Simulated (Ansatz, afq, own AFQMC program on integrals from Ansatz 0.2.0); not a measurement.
# AlNH2 (triplet): quantum Monte Carlo beside coupled cluster, cc-pVDZ

How near does AFQMC come to the top of the ladder for AlNH2 (triplet)?

Computed with Ansatz 0.2.0, Gaussian basis, and an in-house AFQMC program (afq) on its integrals; all values are calculated. Level: cc-pVDZ, frozen cores.

Plan: PBE (unrestricted); r2SCAN (unrestricted); PBE0 (unrestricted); B3LYP (unrestricted); wB97M-V (unrestricted); B2PLYP (unrestricted); CCSD(T) on UHF; CCSDT(Q) on UHF; Phaseless AFQMC, CISD trial on UHF.

### 1 What is computed

The geometry is a PBE0/def2-TZVP stationary point (not a proven minimum) of the parent state, kept for this charge and spin.

4 atoms, charge 0, spin multiplicity 3.

Atoms are counted from 1 here; the program's logs count them from 0.

Bond lengths: Al1–N2 1.796 Å, N2–H3 1.012 Å, N2–H4 1.012 Å. Angles: Al1–N2–H3 125.6°, Al1–N2–H4 125.6°, H3–N2–H4 108.7°.

### 2 PBE (unrestricted)

Input file in.yaml:

```yaml
crystal:
  periodic: [false, false, false]
  atoms:
    - {symbol: Al, position_ang: [0.000000, 0.000000, 0.696811]}
    - {symbol: N, position_ang: [0.000000, 0.000000, -1.099242]}
    - {symbol: H, position_ang: [0.000000, 0.822256, -1.688737]}
    - {symbol: H, position_ang: [0.000000, -0.822256, -1.688737]}
basis:
  gaussian: {orbitals: cc-pVDZ}
magnetization: {spin_polarized: true, initial_magnetization: 2}
hamiltonian: {xc: {name: PBE}}
output: {orbitals: {seedname: orbitals}}
```

On the command line:

```
$ ansatz run in.yaml --threads 1 --pin off --events-out ev --progress --plain --max-ram 1843MiB
```

What it wrote:

```text
Functional definition: PBE
  name "PBE"
  cite "Perdew, Burke & Ernzerhof, Phys. Rev. Lett. 77, 3865 (1996) doi:10.1103/PhysRevLett.77.3865"
  parent pbe
  parameter kappa = 0.804
  parameter beta = 0.06672455060314922
  exchange = pbe_x(kappa = kappa, mu = beta*pi^2/3)
  correlation = pbe_c(beta = beta)
404 factors; integrals over basis functions are off by at most 1.4e-3 eV
mean field evaluation 1: about -8102.0976 eV, gradient 4.7e1 eV
mean field evaluation 2: about -8039.8273 eV, gradient 9.6e1 eV
mean field evaluation 4: about -8111.1940 eV, gradient 6.7e0 eV
mean field evaluation 8: about -8111.5710 eV, gradient 4.9e-2 eV
mean field evaluation 16: about -8111.5710 eV, gradient 2.2e-4 eV
mean field evaluation 32: about -8108.8549 eV, gradient 7.1e-5 eV
mean field evaluation 64: about -8108.8560 eV, gradient 4.7e-2 eV
mean field -8111.57099394 eV, -298.0947358071 hartree, gradient 8.4e-6 eV, S^2 2.005900; 11 other end points of the search recorded, 0 dependent functions left out
reference -8111.57102605 eV, -298.0947369871 hartree; 12, 10 occupied and 30, 32 virtual orbitals, 404 factors
Total energy: -8111.57102605 eV, -298.0947369871 hartree
```

Wall time 4.1 s (1 thread of Arm Neoverse V1, shared host).

From the report: ⟨S²⟩ of the determinant 2.006 (pure triplet: 2.00).

### 3 r2SCAN (unrestricted)

Changes to in.yaml since step 2:

```diff
@@ -10,3 +10,2 @@
 magnetization: {spin_polarized: true, initial_magnetization: 2}
-hamiltonian: {xc: {name: PBE}}
-output: {orbitals: {seedname: orbitals}}
+hamiltonian: {xc: {name: r2SCAN}}
```

Same command.

What it wrote:

```text
Functional definition: r2SCAN
  name "r2SCAN"
  cite "Furness, Kaplan, Ning, Perdew & Sun, J. Phys. Chem. Lett. 11, 8208 (2020) doi:10.1021/acs.jpclett.0c02405"
  cite "Furness, Kaplan, Ning, Perdew & Sun, J. Phys. Chem. Lett. 11, 9248 (2020) doi:10.1021/acs.jpclett.0c03077"
  parent r2scan
  parameter k0 = 0.174
  parameter k1 = 0.065
  parameter a1 = 4.9479
  exchange = r2scan_x(k0 = k0, k1 = k1, a1 = a1)
  correlation = r2scan_c
404 factors; integrals over basis functions are off by at most 1.4e-3 eV
mean field evaluation 1: about -8107.6790 eV, gradient 4.3e1 eV
mean field evaluation 2: about -8057.6670 eV, gradient 8.6e1 eV
mean field evaluation 4: about -8115.5781 eV, gradient 3.6e0 eV
mean field evaluation 8: about -8115.6861 eV, gradient 4.5e-2 eV
mean field evaluation 16: about -8115.6861 eV, gradient 3.7e-5 eV
mean field -8115.68612684 eV, -298.2459641516 hartree, gradient 3.7e-5 eV, S^2 2.006804; 4 other end points of the search recorded, 0 dependent functions left out
reference -8115.68613968 eV, -298.2459646236 hartree; 12, 10 occupied and 30, 32 virtual orbitals, 404 factors
Total energy: -8115.68613968 eV, -298.2459646236 hartree
```

Wall time 4.2 s (1 thread of Arm Neoverse V1, shared host).

From the report: ⟨S²⟩ of the determinant 2.007 (pure triplet: 2.00).

### 4 PBE0 (unrestricted)

Changes to in.yaml since step 3:

```diff
@@ -10,2 +10,3 @@
 magnetization: {spin_polarized: true, initial_magnetization: 2}
-hamiltonian: {xc: {name: r2SCAN}}
+hamiltonian: {xc: {name: PBE0}}
+output: {orbitals: {seedname: orbitals}}
```

The command is unchanged.

What it wrote:

```text
Functional definition: PBE0
  name "PBE0"
  cite "Adamo & Barone, J. Chem. Phys. 110, 6158 (1999) doi:10.1063/1.478522"
  cite "Perdew, Burke & Ernzerhof, Phys. Rev. Lett. 77, 3865 (1996) doi:10.1103/PhysRevLett.77.3865"
  parent pbe
  parameter a = 0.25
  parameter kappa = 0.804
  parameter beta = 0.06672455060314922
  exchange = (1 - a)*pbe_x(kappa = kappa, mu = beta*pi^2/3) + a*exact_x
  correlation = pbe_c(beta = beta)
404 factors; integrals over basis functions are off by at most 1.4e-3 eV
mean field evaluation 1: about -8105.8383 eV, gradient 3.8e1 eV
mean field evaluation 2: about -8072.2719 eV, gradient 7.4e1 eV
mean field evaluation 4: about -8112.2376 eV, gradient 1.7e0 eV
mean field evaluation 8: about -8112.3371 eV, gradient 7.0e-2 eV
mean field evaluation 16: about -8112.3373 eV, gradient 8.8e-5 eV
mean field -8112.33725797 eV, -298.1228954906 hartree, gradient 1.8e-5 eV, S^2 2.004686; 1 other end points of the search recorded, 0 dependent functions left out
reference -8112.33728208 eV, -298.1228963768 hartree; 12, 10 occupied and 30, 32 virtual orbitals, 404 factors
Total energy: -8112.33728208 eV, -298.1228963768 hartree
```

It took 1.5 s on 1 thread of Arm Neoverse V1, shared host.

From the report: ⟨S²⟩ of the determinant 2.005 (pure triplet: 2.00).

### 5 B3LYP (unrestricted)

Changes to in.yaml since step 4:

```diff
@@ -10,3 +10,2 @@
 magnetization: {spin_polarized: true, initial_magnetization: 2}
-hamiltonian: {xc: {name: PBE0}}
-output: {orbitals: {seedname: orbitals}}
+hamiltonian: {xc: {name: B3LYP}}
```

Launched as before.

What it wrote, cut to the lines that bear on the results:

```text
Functional definition: B3LYP
  name "B3LYP"
  cite "Stephens, Devlin, Chabalowski & Frisch, J. Phys. Chem. 98, 11623 (1994) doi:10.1021/j100096a001"
  cite "Becke, Phys. Rev. A 38, 3098 (1988) doi:10.1103/PhysRevA.38.3098"
  cite "Lee, Yang & Parr, Phys. Rev. B 37, 785 (1988) doi:10.1103/PhysRevB.37.785"
  cite "Vosko, Wilk & Nusair, Can. J. Phys. 58, 1200 (1980) doi:10.1139/p80-159"
[...]
404 factors; integrals over basis functions are off by at most 1.4e-3 eV
[...]
mean field -8117.63602972 eV, -298.3176217608 hartree, gradient 1.5e-5 eV, S^2 2.002423; 1 other end points of the search recorded, 0 dependent functions left out
reference -8117.63621331 eV, -298.3176285075 hartree; 12, 10 occupied and 30, 32 virtual orbitals, 404 factors
Total energy: -8117.63621331 eV, -298.3176285075 hartree
```

Wall time 1.4 s (1 thread of Arm Neoverse V1, shared host).

From the report: ⟨S²⟩ of the determinant 2.002 (pure triplet: 2.00).

### 6 wB97M-V (unrestricted)

Changes to in.yaml since step 5:

```diff
@@ -10,2 +10,3 @@
 magnetization: {spin_polarized: true, initial_magnetization: 2}
-hamiltonian: {xc: {name: B3LYP}}
+hamiltonian: {xc: {name: wB97M-V}}
+output: {orbitals: {seedname: orbitals}}
```

Launched as before.

What it wrote, cut to the lines that bear on the results:

```text
Functional definition: wB97M-V
  name "wB97M-V"
  cite "Mardirossian & Head-Gordon, J. Chem. Phys. 144, 214110 (2016) doi:10.1063/1.4952647"
  cite "Becke, J. Chem. Phys. 107, 8554 (1997) doi:10.1063/1.475007"
  cite "Vydrov & Van Voorhis, J. Chem. Phys. 133, 244103 (2010) doi:10.1063/1.3521275"
  # Of w^i u^j: cxij and so on, Table III.
[...]
  gx(w, u) = 1 - cx + cx01*u + cx10*w
  gss(w, u) = css00 + css04*u^4 + css10*w + css20*w^2 + css43*w^4*u^3
  gos(w, u) = cos00 + cos10*w + (cos20 + cos21*u)*w^2 + (cos60 + cos61*u)*w^6
[...]
      + integral(e_c_pw_mod_opposite_spin*gos(b97_w_opposite, b97_u_opposite)) + vv10(b, c)
404 factors; integrals over basis functions are off by at most 1.4e-3 eV
136 factors; integrals over basis functions are off by at most 1.0e-5 eV
[...]
mean field -8115.78379674 eV, -298.2495534543 hartree, gradient 4.4e-6 eV, S^2 2.002191; 1 other end points of the search recorded, 0 dependent functions left out
reference -8115.78383027 eV, -298.2495546866 hartree; 12, 10 occupied and 30, 32 virtual orbitals, 404 factors
Total energy: -8115.78383027 eV, -298.2495546866 hartree
```

It took 6.5 s on 1 thread of Arm Neoverse V1, shared host.

From the report: ⟨S²⟩ of the determinant 2.002 (pure triplet: 2.00).

### 7 B2PLYP (unrestricted)

Changes to in.yaml since step 6:

```diff
@@ -10,3 +10,3 @@
 magnetization: {spin_polarized: true, initial_magnetization: 2}
-hamiltonian: {xc: {name: wB97M-V}}
-output: {orbitals: {seedname: orbitals}}
+hamiltonian: {xc: {name: B2PLYP}}
+correlation: {electrons: outside_noble_gas}
```

Same command.

What it wrote, cut to the lines that bear on the results:

```text
Functional definition: B2PLYP
  name "B2PLYP"
  cite "Grimme, J. Chem. Phys. 124, 034108 (2006) doi:10.1063/1.2148954"
  cite "Becke, Phys. Rev. A 38, 3098 (1988) doi:10.1103/PhysRevA.38.3098"
  cite "Lee, Yang & Parr, Phys. Rev. B 37, 785 (1988) doi:10.1103/PhysRevB.37.785"
[...]
404 factors; integrals over basis functions are off by at most 1.4e-3 eV
[...]
mean field -8110.46629178 eV, -298.0541387515 hartree, gradient 2.8e-6 eV, S^2 2.002753; 3 other end points of the search recorded, 0 dependent functions left out
6 core orbitals not correlated: weight in the atoms' cores, before any rotation towards them, 1.000 or more for the frozen orbitals, at most 0.000 for the correlated occupied ones
reference -8110.46640746 eV, -298.0541430025 hartree; 6, 4 occupied and 30, 32 virtual orbitals, 404 factors
second order -6.90276756 eV of doubles, -0.00000000 eV of singles
Total energy: -8112.33015470 eV, -298.1226344502 hartree
```

It took 2 s on 1 thread of Arm Neoverse V1, shared host.

From the report: ⟨S²⟩ of the determinant 2.003 (pure triplet: 2.00).

### 8 CCSD(T) on UHF

Changes to in.yaml since step 7:

```diff
@@ -10,3 +10,2 @@
 magnetization: {spin_polarized: true, initial_magnetization: 2}
-hamiltonian: {xc: {name: B2PLYP}}
-correlation: {electrons: outside_noble_gas}
+correlation: {method: ccsd_t, electrons: outside_noble_gas, hamiltonian_folder: ham}
```

Launched as before.

What it wrote, cut to the lines that bear on the results:

```text
Functional definition: HF
  name "HF"
  cite "Fock, Z. Phys. 61, 126 (1930) doi:10.1007/BF01340294"
  parent pbe
[...]
404 factors; integrals over basis functions are off by at most 1.4e-3 eV
[...]
mean field -8094.86940279 eV, -297.4809636528 hartree, gradient 8.6e-6 eV, S^2 2.005000; 14 other end points of the search recorded, 0 dependent functions left out
determinant -8094.86940279 eV, -297.4809636528 hartree, with singles and doubles -8100.84666879 eV, -297.7006241269 hartree
determinant -8094.18788546 eV, -297.4559183529 hartree, with singles and doubles -8100.05142515 eV, -297.6713994621 hartree
determinant -8092.89860861 eV, -297.4085383026 hartree, with singles and doubles -8098.70352244 eV, -297.6218649512 hartree
determinant -8092.58960481 eV, -297.3971826227 hartree, with singles and doubles -8098.37207122 eV, -297.6096843438 hartree
determinant -8091.50069668 eV, -297.3571659867 hartree, with singles and doubles -8097.71320992 eV, -297.5854716375 hartree
6 core orbitals not correlated: weight in the atoms' cores, before any rotation towards them, 1.000 or more for the frozen orbitals, at most 0.000 for the correlated occupied ones
reference -8094.86940279 eV, -297.4809636528 hartree; 6, 4 occupied and 30, 32 virtual orbitals, 404 factors
second order -5.55357354 eV of doubles, -0.00000000 eV of singles
cycle   1  -5.97741475 eV  change   -1.5e-4 eV  update   6.7e-4
[...]
cycle   8  -5.97753455 eV  change    1.7e-6 eV  update   1.5e-6
perturbative correction -0.16884004 eV, -0.0062047571 hartree
Total energy: -8101.01577737 eV, -297.7068387528 hartree
```

It took 3.8 s on 1 thread of Arm Neoverse V1, shared host.

From the report: ⟨S²⟩ of the determinant 2.005 (pure triplet: 2.00); correlation -6.1464 eV; T1 0.020; largest double amplitude 0.04.

This run also writes the integrals to the folder ham.

### 9 CCSDT(Q) on UHF

Changes to in.yaml since step 8:

```diff
@@ -10,2 +10,2 @@
 magnetization: {spin_polarized: true, initial_magnetization: 2}
-correlation: {method: ccsd_t, electrons: outside_noble_gas, hamiltonian_folder: ham}
+correlation: {method: ccsdt_q, electrons: outside_noble_gas}
```

Launched as before.

What it wrote, cut to the lines that bear on the results:

```text
Functional definition: HF
  name "HF"
  cite "Fock, Z. Phys. 61, 126 (1930) doi:10.1007/BF01340294"
  parent pbe
[...]
800 factors; integrals over basis functions are off by at most 1.5e-7 eV
[...]
mean field -8094.86947916 eV, -297.4809664596 hartree, gradient 9.0e-6 eV, S^2 2.005000; 14 other end points of the search recorded, 0 dependent functions left out
determinant -8094.86947916 eV, -297.4809664596 hartree, with singles and doubles -8100.84672598 eV, -297.7006262286 hartree
determinant -8094.18797775 eV, -297.4559217447 hartree, with singles and doubles -8100.05149773 eV, -297.6714021295 hartree
determinant -8092.89868294 eV, -297.4085410342 hartree, with singles and doubles -8098.70359473 eV, -297.6218676078 hartree
determinant -8092.58968693 eV, -297.3971856403 hartree, with singles and doubles -8098.37215008 eV, -297.6096872415 hartree
determinant -8091.50079270 eV, -297.3571695156 hartree, with singles and doubles -8097.71328317 eV, -297.5854743294 hartree
6 core orbitals not correlated: weight in the atoms' cores, before any rotation towards them, 1.000 or more for the frozen orbitals, at most 0.000 for the correlated occupied ones
reference -8094.86947916 eV, -297.4809664596 hartree; 6, 4 occupied and 30, 32 virtual orbitals, 800 factors
second order -5.55357607 eV of doubles, -0.00000000 eV of singles
cycle   1  -5.75658171 eV  change   -2.0e-1 eV  update   7.5e-2
[...]
cycle  17  -6.16306646 eV  change    6.0e-7 eV  update   5.9e-7
perturbative correction -0.01749901 eV, -0.0006430769 hartree
Total energy: -8101.05004464 eV, -297.7080980515 hartree
```

It took 17 s on 1 thread of Arm Neoverse V1, shared host.

From the report: ⟨S²⟩ of the determinant 2.005 (pure triplet: 2.00); correlation -6.1806 eV; T1 0.022; largest double amplitude 0.05.

### 10 Phaseless AFQMC, CISD trial on UHF

It reads the integrals that the CCSD(T) run on this determinant wrote.

On the command line:

```
$ afq ham --method phaseless --trial cisd --walkers 60 --populations 1 --least-time 40 --time-step 0.005 --steps-per-block 50 --equilibration-blocks 28 --max-blocks 300 --target-error 0.00038 --factor-cut 1e-05 --start spin_pure --seed 1134 --release-times 0.24,0.5,1,1.5 --release-step 0.02 --release-every 4 --taylor-order 6
```

What it wrote:

```text
orbitals 36  electrons 6 4  factors 276 of 404
reference energy -297.48096365 Eh
CCSD correlation -0.21967029 Eh in 12 cycles, weight of the determinant in the CISD state 0.9098
energy of the start -297.700636 Eh
 block  time / (1/Eh)  mean weight  energy / Eh
     1     0.250  0.9999  -297.698085
     2     0.500  1.0002  -297.700917
     3     0.750  0.9997  -297.703852
     4     1.000  1.0021  -297.707110
     5     1.250  0.9985  -297.700562
     6     1.500  1.0000  -297.704362
     7     1.750  0.9989  -297.707520
     8     2.000  0.9988  -297.704872
     9     2.250  1.0000  -297.704541
    10     2.500  0.9982  -297.704465
    13     3.250  1.0011  -297.705414
    17     4.250  0.9992  -297.702509
    21     5.250  0.9996  -297.706132
    25     6.250  0.9994  -297.702314
    29     7.250  1.0009  -297.704560
    33     8.250  1.0003  -297.703824
    37     9.250  0.9998  -297.703807
    41    10.250  0.9976  -297.708495
    45    11.250  1.0020  -297.704185
    49    12.250  0.9983  -297.710458
    53    13.250  0.9999  -297.702747
    57    14.250  1.0017  -297.701274
    61    15.250  1.0004  -297.714369
    65    16.250  0.9993  -297.709769
    69    17.250  1.0030  -297.709426
    73    18.250  0.9986  -297.709434
    77    19.250  1.0027  -297.704182
    81    20.250  0.9978  -297.704992
    85    21.250  1.0016  -297.705633
    89    22.250  1.0008  -297.708513
    93    23.250  1.0010  -297.706476
    97    24.250  1.0009  -297.706599
   101    25.250  0.9998  -297.705998
   105    26.250  1.0007  -297.704404
   109    27.250  0.9999  -297.706458
   113    28.250  0.9992  -297.703585
   117    29.250  1.0008  -297.709989
   121    30.250  0.9963  -297.706288
   125    31.250  0.9986  -297.704127
   129    32.250  0.9989  -297.704278
   133    33.250  0.9997  -297.712219
   137    34.250  0.9980  -297.712717
   141    35.250  1.0024  -297.709505
   145    36.250  0.9985  -297.704688
   149    37.250  1.0023  -297.713321
   153    38.250  1.0005  -297.710535
   157    39.250  1.0017  -297.710765
   161    40.250  1.0011  -297.705156
   165    41.250  1.0001  -297.705704
   169    42.250  0.9994  -297.708978
   173    43.250  1.0001  -297.707218
   177    44.250  1.0007  -297.708798
   181    45.250  1.0015  -297.709947
   185    46.250  0.9981  -297.705995
   189    47.250  0.9989  -297.703177
   193    48.250  1.0013  -297.702749
   197    49.250  1.0004  -297.708866
blocks merged  error / Eh  count
     1  0.000283  170
     2  0.000312  85
     4  0.000327  42
     8  0.000344  21
    16  0.000388  10
released: time / (1/Eh)  energy / Eh  error  mean overlap
  0.24  -297.707861  0.000521  0.9947
  0.50  -297.707648  0.000514  0.9884
  1.00  -297.707937  0.000422  0.9741
  1.50  -297.708491  0.000582  0.9591
energy -297.707055 +/- 0.000344 Eh
```

It took 3.8 min on 1 thread of Arm Neoverse V1, shared host; peak memory 0.28 GiB.

Energy -8101.0217 ± 0.0094 eV. Caveats: constraint bias not in the error.

### 11 AFQMC on the ladder

On the UHF determinant, counted from CCSDT(Q) (a yardstick, not exact):

```csv
level,energy (eV),from CCSDT(Q) (kcal/mol),statistical error (kcal/mol),time
HF,-8094.8694,+142.53,,
MP2,-8100.4230,+14.46,,
CCSD,-8100.8469,+4.68,,
CCSD(T),-8101.0158,+0.79,,
CCSDT(Q),-8101.0500,0.00,,
"Phaseless AFQMC, CISD trial, step 0.005, 60 walkers",-8101.0217,+0.65,0.22,3.8 min
```

The functionals' totals stand on their own zeros and serve differences with other points: PBE -8111.571 eV; r2SCAN -8115.686 eV; PBE0 -8112.337 eV; B3LYP -8117.636 eV; wB97M-V -8115.784 eV; B2PLYP -8112.330 eV.

### 12 Outcome

```
                                        quantity                  value
                    CCSD(T) on UHF from CCSDT(Q)         +0.79 kcal/mol
Phaseless AFQMC, CISD trial on UHF from CCSDT(Q)  +0.65 ± 0.22 kcal/mol
```

What this shows: On UHF the phaseless walk with the CISD trial lies +0.65 kcal/mol from CCSDT(Q), 3 times its error bar. Error bars are statistical and leave out the constraint, the time step and what remains of the start.
